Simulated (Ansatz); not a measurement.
The first iterations of a band of ClH + H4Si (7 atoms, charge 0, multiplicity 1).

Computed with RKS B3LYP-D4/cc-pVDZ in Ansatz 0.2.0.

```json
{"movable images": "7", "climbing image": "yes", "spring": "5.0 eV/Å²", "optimiser": "quadratic models (default)", "start path": "through a guess of the saddle point", "force threshold": "0.05 eV/Å", "iteration limit": "60", "end points": "relaxed"}
```

First end point:

```xyz
7
Properties=species:S:1:pos:R:3
Si 0.339 0.000 -0.155
H 0.229 0.000 1.340
H 1.787 0.000 -0.526
H -0.327 1.224 -0.690
H -0.327 -1.224 -0.690
Cl -3.102 0.000 1.671
H -1.857 0.000 2.039
```

Last end point:

```xyz
7
Properties=species:S:1:pos:R:3
Si -0.425 0.000 -0.738
H 0.031 0.000 3.396
H 0.708 0.000 0.230
H -0.400 1.226 -1.584
H -0.400 -1.226 -1.584
Cl -2.216 0.000 0.360
H -0.556 0.000 2.911
```

| iteration | highest image above the first end (eV) | largest band force component (eV/Å) |
| --- | --- | --- |
| 1 | 2.812 | 6.673 |
| 2 | 2.220 | 2.856 |
| 3 | 1.600 | 0.893 |
| 4 | 1.695 | 1.720 |

Does the band converge within its limit, and where does its top end?

The run converged. It ended after 14 iterations with the highest image 1.689 eV above the first end. A vibrational analysis at the climbing image gives one clearly imaginary mode, 951i cm⁻¹, and a faint second one (31i cm⁻¹) that may be numerical noise or a soft torsion: probably a first-order saddle point. The orbitals stay closed-shell, which can raise the energy where a bond breaks towards radicals; this wasn't checked here.

Run time: 97 s on 1 thread of Intel(R) Xeon(R) 6975P-C (Granite Rapids), with other jobs on the host, peak memory 0.14 GiB.
